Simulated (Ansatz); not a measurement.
**W, bcc: geometry optimisation**

Theory: Ansatz 0.2.0, DFT, PBE, plane waves (420 eV) with PAW, scalar-relativistic.

k-point mesh 14×14×14, Fermi-Dirac smearing 0.1 eV, no spin polarisation. Cell and atoms relax.

Starting structure:

```
W
1.0
    -1.58234    1.58234    1.58234
     1.58234   -1.58234    1.58234
     1.58234    1.58234   -1.58234
W
1
Direct
  0.00000 0.00000 0.00000
```

Q: The pressure at the start is 5.8 GPa. By how much does the volume change?

A: From 15.85 to 16.14 Å³ per atom, 1.9 %. The final cell has a = 3.184 Å.

Q: How much energy does the relaxation gain?

A: 5.3 meV per atom.
